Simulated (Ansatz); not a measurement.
A made-up structure of CH₃OSi (charge -1), closed shell:

```xyz
6
angstrom
O -1.2302 -0.5356 -0.1184
C 0.1878 0.1021 -0.4014
Si 1.6011 0.6640 0.8642
H -1.7082 -0.7029 -1.0659
H 0.3769 0.2430 -1.6077
H 0.7727 0.2294 2.3292
```

It is relaxed with PBE-D4/def2-SVPD and then PBE0-D4/def2-TZVPD (Ansatz 0.2.0). Atoms count as bonded within 1.22 times the sum of their covalent radii (H–H: 0.88 Å). The end point is not checked to be a true minimum.

Question: Does its bonding change? (A judgement: the text doesn't fix the answer.)

Answer: By the calculation: Yes. Formed: Si3–H6; broken: none.

Where it ends: The first stage lowers the energy by 1.08 eV in 6 steps. It ends as CH₃OSi ([OH][CH][SiH]), total charge -1:
O1  (-1.098, -0.479, -0.106)
C2  (0.168, 0.091, -0.358)
Si3  (1.429, 0.593, 0.772)
H4  (-1.526, -0.627, -0.952)
H5  (0.337, 0.217, -1.435)
H6  (0.690, 0.205, 2.080)
(Å)

Labels in which every atom is bracketed show which atoms are joined, not bond orders.

For scale, one of the runs: PBE0-D4/def2-TZVPD relaxation, 147 basis functions, launched by `ansatz run in.yaml --threads 2 --pin off --events-out ev --progress --plain --max-ram 4352MiB`. The run took about 15 s on 2 CPU threads of an Arm Neoverse V2 (shared host).
